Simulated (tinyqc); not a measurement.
Inside a calculation. Method: CIS and TDHF on RHF in the sto-6g basis, for H2O, spin multiplicity 1. One step of it, computed by the program tinyqc.

Task: Integrals over molecular orbitals. (pq|rs) = sum C_ip C_jq C_kr C_ls (ij|kl), one index at a time.

coefficients C:
```
              MO1        MO2        MO3        MO4       MO5        MO6        MO7
1O 1s    0.996897  -0.228118   0.000000   0.089878  0.000000  -0.094482   0.000000
1O 2s    0.013957   0.895608   0.000000  -0.489936  0.000000   0.610852   0.000000
1O 2px   0.000000   0.000000   0.000000   0.000000  1.000000   0.000000   0.000000
1O 2py   0.000000   0.000000   0.639527   0.000000  0.000000   0.000000   0.869613
1O 2pz   0.002386   0.086313   0.000000   0.703811  0.000000   0.792290   0.000000
2H 1s   -0.002616   0.135581   0.452981   0.349905  0.000000  -0.679599  -0.737805
3H 1s   -0.002616   0.135581  -0.452981   0.349905  0.000000  -0.679599   0.737805
```

core Hamiltonian H = T + V (hartree):
```
             1O 1s      1O 2s     1O 2px     1O 2py     1O 2pz      2H 1s      3H 1s
1O 1s   -32.871863  -7.264754   0.000000   0.000000  -0.016740  -1.192016  -1.192016
1O 2s    -7.264754  -9.094022   0.000000   0.000000  -0.194282  -2.790549  -2.790549
1O 2px    0.000000   0.000000  -7.348042   0.000000   0.000000   0.000000   0.000000
1O 2py    0.000000   0.000000   0.000000  -7.434121   0.000000  -1.455922   1.455922
1O 2pz   -0.016740  -0.194282   0.000000   0.000000  -7.432619  -1.502249  -1.502249
2H 1s    -1.192016  -2.790549   0.000000  -1.455922  -1.502249  -4.494084  -1.256274
3H 1s    -1.192016  -2.790549   0.000000   1.455922  -1.502249  -1.256274  -4.494084
```

Two-electron integrals (ij|kl) in chemists' order, unique and non-zero (hartree):
```
(11|11) 4.787491    (21|11) 0.675884    (21|21) 0.121505    (22|11) 1.117379
(22|21) 0.249212    (22|22) 0.817383    (31|31) 0.025762    (32|31) 0.039145
(32|32) 0.180664    (33|11) 1.117381    (33|21) 0.249212    (33|22) 0.817382
(33|33) 0.880663    (41|41) 0.025762    (42|41) 0.039145    (42|42) 0.180664
(43|43) 0.047461    (44|11) 1.117381    (44|21) 0.249212    (44|22) 0.817382
(44|33) 0.785741    (44|44) 0.880663    (51|51) 0.025762    (52|51) 0.039145
(52|52) 0.180664    (53|53) 0.047461    (54|54) 0.047461    (55|11) 1.117381
(55|21) 0.249212    (55|22) 0.817382    (55|33) 0.785741    (55|44) 0.785741
(55|55) 0.880663    (61|11) 0.117233    (61|21) 0.020211    (61|22) 0.040583
(61|33) 0.040496    (61|41) 0.000704    (61|42) 0.001380    (61|44) 0.040627
(61|51) 0.000698    (61|52) 0.001368    (61|54) 0.000129    (61|55) 0.040625
(61|61) 0.003427    (62|11) 0.299940    (62|21) 0.067906    (62|22) 0.248498
(62|33) 0.244275    (62|41) 0.003876    (62|42) 0.029253    (62|44) 0.250665
(62|51) 0.003842    (62|52) 0.028996    (62|54) 0.006334    (62|55) 0.250553
(62|61) 0.011371    (62|62) 0.096215    (63|31) 0.007345    (63|32) 0.042002
(63|43) 0.005961    (63|53) 0.005908    (63|63) 0.013196    (64|11) 0.158928
(64|21) 0.036474    (64|22) 0.142317    (64|33) 0.136023    (64|41) 0.009138
(64|42) 0.057594    (64|44) 0.151455    (64|51) 0.001778    (64|52) 0.015455
(64|54) 0.009388    (64|55) 0.139473    (64|61) 0.006370    (64|62) 0.066972
(64|64) 0.059245    (65|11) 0.157535    (65|21) 0.036155    (65|22) 0.141070
(65|33) 0.134832    (65|41) 0.001778    (65|42) 0.015455    (65|44) 0.138311
(65|51) 0.009107    (65|52) 0.057322    (65|54) 0.009410    (65|55) 0.150068
(65|61) 0.006314    (65|62) 0.066385    (65|64) 0.045646    (65|65) 0.058442
(66|11) 0.461255    (66|21) 0.106366    (66|22) 0.446629    (66|33) 0.429385
(66|41) 0.007452    (66|42) 0.078098    (66|44) 0.455478    (66|51) 0.007386
(66|52) 0.077414    (66|54) 0.025865    (66|55) 0.455023    (66|61) 0.017964
(66|62) 0.225103    (66|64) 0.178559    (66|65) 0.176994    (66|66) 0.774999
(71|11) 0.117233    (71|21) 0.020211    (71|22) 0.040583    (71|33) 0.040496
(71|41) -0.000704   (71|42) -0.001380   (71|44) 0.040627    (71|51) 0.000698
(71|52) 0.001368    (71|54) -0.000129   (71|55) 0.040625    (71|61) 0.003384
(71|62) 0.011053    (71|64) 0.005662    (71|65) 0.006141    (71|66) 0.017309
(71|71) 0.003427    (72|11) 0.299940    (72|21) 0.067906    (72|22) 0.248498
(72|33) 0.244275    (72|41) -0.003876   (72|42) -0.029253   (72|44) 0.250665
(72|51) 0.003842    (72|52) 0.028996    (72|54) -0.006334   (72|55) 0.250553
(72|61) 0.011053    (72|62) 0.079193    (72|64) 0.038002    (72|65) 0.053305
(72|66) 0.152681    (72|71) 0.011371    (72|72) 0.096215    (73|31) 0.007345
(73|32) 0.042002    (73|43) -0.005961   (73|53) 0.005908    (73|63) 0.010558
(73|73) 0.013196    (74|11) -0.158928   (74|21) -0.036474   (74|22) -0.142317
(74|33) -0.136023   (74|41) 0.009138    (74|42) 0.057594    (74|44) -0.151455
(74|51) -0.001778   (74|52) -0.015455   (74|54) 0.009388    (74|55) -0.139473
(74|61) -0.005662   (74|62) -0.038002   (74|64) -0.008137   (74|65) -0.025038
(74|66) -0.065674   (74|71) -0.006370   (74|72) -0.066972   (74|74) 0.059245
(75|11) 0.157535    (75|21) 0.036155    (75|22) 0.141070    (75|33) 0.134832
(75|41) -0.001778   (75|42) -0.015455   (75|44) 0.138311    (75|51) 0.009107
(75|52) 0.057322    (75|54) -0.009410   (75|55) 0.150068    (75|61) 0.006141
(75|62) 0.053305    (75|64) 0.025038    (75|65) 0.045837    (75|66) 0.112427
(75|71) 0.006314    (75|72) 0.066385    (75|74) -0.045646   (75|75) 0.058442
(76|11) 0.122082    (76|21) 0.027988    (76|22) 0.112634    (76|33) 0.109663
(76|44) 0.111344    (76|51) 0.002359    (76|52) 0.021858    (76|55) 0.116894
(76|61) 0.004655    (76|62) 0.045318    (76|64) 0.027243    (76|65) 0.035143
(76|66) 0.115912    (76|71) 0.004655    (76|72) 0.045318    (76|74) -0.027243
(76|75) 0.035143    (76|76) 0.027501    (77|11) 0.461255    (77|21) 0.106366
(77|22) 0.446629    (77|33) 0.429385    (77|41) -0.007452   (77|42) -0.078098
(77|44) 0.455478    (77|51) 0.007386    (77|52) 0.077414    (77|54) -0.025865
(77|55) 0.455023    (77|61) 0.017309    (77|62) 0.152681    (77|64) 0.065674
(77|65) 0.112427    (77|66) 0.326444    (77|71) 0.017964    (77|72) 0.225103
(77|74) -0.178559   (77|75) 0.176994    (77|76) 0.115912    (77|77) 0.774999
```

Give: one-electron integrals over orbitals h = C^T H C; Two-electron integrals over orbitals.

Result:

one-electron integrals over orbitals h = C^T H C (hartree):
```
          1        2        3        4        5        6        7
1  -32.8595   0.5777   0.0000  -0.2218   0.0000   0.2417   0.0000
2    0.5777  -7.6110   0.0000   0.5644   0.0000  -1.2010   0.0000
3    0.0000   0.0000  -6.0564   0.0000   0.0000   0.0000  -1.7433
4   -0.2218   0.5644   0.0000  -6.4828   0.0000  -1.3749   0.0000
5    0.0000   0.0000   0.0000   0.0000  -7.3480   0.0000   0.0000
6    0.2417  -1.2010   0.0000  -1.3749   0.0000  -5.4479   0.0000
7    0.0000   0.0000  -1.7433   0.0000   0.0000   0.0000  -5.4104
```

Two-electron integrals over orbitals (pq|rs), unique and non-zero (hartree):
```
(11|11) 4.7638      (21|11) -0.4403     (21|21) 0.0656      (22|11) 1.0371
(22|21) -0.0164     (22|22) 0.7291      (31|31) 0.0118      (32|31) 0.0176
(32|32) 0.1288      (33|11) 0.7802      (33|21) -0.0048     (33|22) 0.6235
(33|33) 0.6002      (41|11) 0.1773      (41|21) -0.0247     (41|22) 0.0129
(41|33) 0.0054      (41|41) 0.0247      (42|11) -0.1631     (42|21) 0.0089
(42|22) -0.0281     (42|33) 2.43e-04    (42|41) 0.0163      (42|42) 0.1293
(43|31) -0.0033     (43|32) 0.0237      (43|43) 0.0582      (44|11) 0.9077
(44|21) -0.0106     (44|22) 0.6504      (44|33) 0.5672      (44|41) -0.0077
(44|42) -0.0859     (44|44) 0.6756      (51|51) 0.0266      (52|51) 0.0332
(52|52) 0.1513      (53|53) 0.0274      (54|51) -0.0123     (54|52) -0.0459
(54|54) 0.0474      (55|11) 1.1171      (55|21) -0.0116     (55|22) 0.7576
(55|33) 0.6102      (55|41) 0.0044      (55|42) -0.0857     (55|44) 0.6749
(55|55) 0.8807      (61|11) -0.1923     (61|21) 0.0308      (61|22) -0.0015
(61|33) 0.0011      (61|41) 0.0028      (61|42) 0.0217      (61|44) -0.0154
(61|55) -0.0047     (61|61) 0.0279      (62|11) 0.2652      (62|21) -0.0062
(62|22) 0.1323      (62|33) 0.0724      (62|41) 0.0188      (62|42) 0.0332
(62|44) 0.0537      (62|55) 0.1376      (62|61) 0.0122      (62|62) 0.0973
(63|31) 0.0032      (63|32) -0.0265     (63|43) -0.0343     (63|63) 0.0655
(64|11) 0.2814      (64|21) -0.0034     (64|22) 0.1322      (64|33) 0.0548
(64|41) -0.0008     (64|42) -0.0633     (64|44) 0.1304      (64|55) 0.1581
(64|61) -0.0033     (64|62) 0.0543      (64|64) 0.1098      (65|51) 0.0122
(65|52) 0.0480      (65|54) 0.0070      (65|65) 0.0343      (66|11) 0.8145
(66|21) -0.0080     (66|22) 0.6079      (66|33) 0.5569      (66|41) 0.0172
(66|42) 0.0407      (66|44) 0.5550      (66|55) 0.5917      (66|61) 0.0095
(66|62) 0.0988      (66|64) 0.0588      (66|66) 0.5956      (71|31) 0.0147
(71|32) 0.0209      (71|43) -0.0041     (71|63) 0.0036      (71|71) 0.0182
(72|31) 0.0149      (72|32) 0.0540      (72|43) -0.0337     (72|63) 0.0304
(72|71) 0.0178      (72|72) 0.0662      (73|11) 0.3698      (73|21) -0.0067
(73|22) 0.1629      (73|33) 0.0921      (73|41) -4.96e-04   (73|42) -0.0854
(73|44) 0.1282      (73|55) 0.2021      (73|61) -0.0057     (73|62) 0.0649
(73|64) 0.1106      (73|66) 0.0485      (73|73) 0.1656      (74|31) -0.0086
(74|32) -0.0746     (74|43) -0.0178     (74|63) 0.0531      (74|71) -0.0106
(74|72) -0.0142     (74|74) 0.0756      (75|53) 0.0237      (75|75) 0.0235
(76|31) 0.0071      (76|32) 0.0791      (76|43) 0.0627      (76|63) -0.0566
(76|71) 0.0085      (76|72) -0.0079     (76|74) -0.0635     (76|76) 0.1079
(77|11) 0.8062      (77|21) -0.0077     (77|22) 0.5983      (77|33) 0.5805
(77|41) 0.0038      (77|42) -0.0115     (77|44) 0.5644      (77|55) 0.5932
(77|61) -0.0024     (77|62) 0.0573      (77|64) 0.0441      (77|66) 0.5540
(77|73) 0.0788      (77|77) 0.5847
```
